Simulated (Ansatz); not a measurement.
Pd (model structure, started from the beta-Sn type, I4₁/amd, No. 141, 2 atoms in the cell)

Computed with r²SCAN (PAW; Ansatz, an electronic-structure program).

Settings: plane-wave cutoff 500 eV, 32×32×32 k mesh, Fermi–Dirac smearing 0.1 eV, scalar-relativistic PAW data made under PBE.

Cell (relaxed at this level):

Pd has the tetragonal space group I4₁/amd, origin choice 1 (No. 141), Pearson symbol tI4. Cell: a = b = 4.9694 Å, c = 2.6652 Å, α = β = γ = 90.00°. Pd on 4a is coordinated by 6 Pd at 2.572–2.665 Å. (Neighbours: up to the widest gap in distance over summed covalent radii, below 1.35, at either atom.)
(The calculation used a cell of 2 atoms; values per cell refer to that cell.)

- band gap: none

Note: the relaxation could raise the start's symmetry but not lower it, so the cell can be a saddle point.

Spin–orbit coupling is not included.

Static lattice: no zero-point or thermal effects.

A model structure was made by putting elements into a prototype or built by hand; it is no filed structure, need not be a known phase, and can be a saddle point held by its symmetry.
